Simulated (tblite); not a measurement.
Species: C4H9O2 (doublet state).
Geometry (GFN2-xTB, Å), atoms numbered from 1 in this order:
```xyz
15
C4H9O2 angstrom
C      2.2079   -0.2200    0.4302
O      0.8869   -0.2650    0.7497
C     -0.0333   -0.2720   -0.3295
C     -0.2628    1.1460   -0.8518
C     -1.3335   -0.8821    0.2190
O     -1.8581   -0.1302    1.2783
H      2.5153   -0.1451   -0.5951
H      2.8526    0.0372    1.2446
H      0.3535   -0.9101   -1.1378
H     -0.7604    1.7388   -0.0883
H      0.6887    1.6121   -1.0973
H     -0.8858    1.1172   -1.7408
H     -1.1318   -1.9150    0.5386
H     -2.0951   -0.8970   -0.5629
H     -1.1484   -0.0068    1.9213
```

The geometry is computed with GFN2-xTB (gas phase). This method treats the open shell by occupation alone, without spin polarisation.

Masses are those of the commonest isotopes; rigid-rotor values at the optimised geometry. The values belong to one conformer with, in the numbering `[CH2:1][O:2][C@H:3]([CH3:4])[CH2:5][OH:6]`, H–C1–O2–C3 3° and 165°, C1–O2–C3–C4 -81°, O2–C3–C5–O6 60°, C3–C5–O6–H -52°.

**Question.** What are A, B and C (MHz)?

**Answer.** Ia = 90.36, Ib = 197.66, Ic = 239.56 u·Å²; 505379 MHz·u·Å²/I gives A = 5593, B = 2557, C = 2110 MHz.

**Question.** Classify the top.

**Answer.** An asymmetric top: κ = (2 × 2557 − 5593 − 2110)/(5593 − 2110) = -0.74.

**Question.** Is it planar, by Δ = Ic − Ia − Ib?

**Answer.** Not planar: Δ = Ic − Ia − Ib = -48.45 u·Å². For a rigid frame Δ = −2 Σ m c², so Σ m c² = 24.23 u·Å² lies off the ab plane: 9.24 from hydrogen and 14.99 from heavier atoms. The atom farthest from that plane is 1.49 Å away.

**Question.** List the rotational levels J(Ka,Kc) to J = 2 (MHz).

**Answer.** Above 0(0,0):
J = 1: 1(0,1) 4666, 1(1,1) 7703, 1(1,0) 8150
J = 2: 2(0,2) 13954, 2(1,2) 16588, 2(1,1) 17930, 2(2,1) 27038, 2(2,0) 27084
The levels of one J sum to (2J + 1)J(J + 1)(A + B + C)/3.

For this open shell read J as N, the rotation without spin; fine and hyperfine splittings come on top. Its GFN2-xTB frequencies are all real (lowest 89 cm⁻¹). No vibrational averaging or centrifugal distortion is included, and the geometry carries the error of its method.

Time: 0.16 s of wall time. Hardware: Arm Neoverse V2, one thread, no GPU, on a shared host. This is the geometry optimisation.
